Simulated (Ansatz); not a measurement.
Two shapes of doublet CH₃NO(+).

Shape 1:

```xyz
6

C     0.0000    0.6450    0.0000
O     0.0000   -0.4830    0.0000
N     0.0000    0.0000    3.0000
H     0.9380    0.3810    3.0000
H    -0.4690    0.3810    3.8120
H    -0.4690    0.3810    2.1880
```

Shape 2:

```xyz
6

C     0.0000    0.6450    0.0000
O     0.0000   -0.4830    0.0000
N     0.0000    0.0000    4.0000
H     0.9380    0.3810    4.0000
H    -0.4690    0.3810    4.8120
H    -0.4690    0.3810    3.1880
```

Basis set: cc-pVDZ (spherical functions). Frozen core: 3 orbitals. Correlation on ROHF uses semicanonical orbitals with singles. Charge 1, multiplicity 2.

Computed with Ansatz (development build ahead of 0.2.0); the reference of a correlated method needn't be the lowest determinant of its kind.

Which shape is lower in energy, and by how much in each method?

```tsv
method	E(2) − E(1) (eV)
ROHF-CCSD	-0.049
UHF-CCSD	-0.049
ROHF-CCSD(T)	-0.039
UHF-CCSD(T)	-0.039
```

Shape 2 is lower. Caution: the reference determinant was not shown to be the lowest.
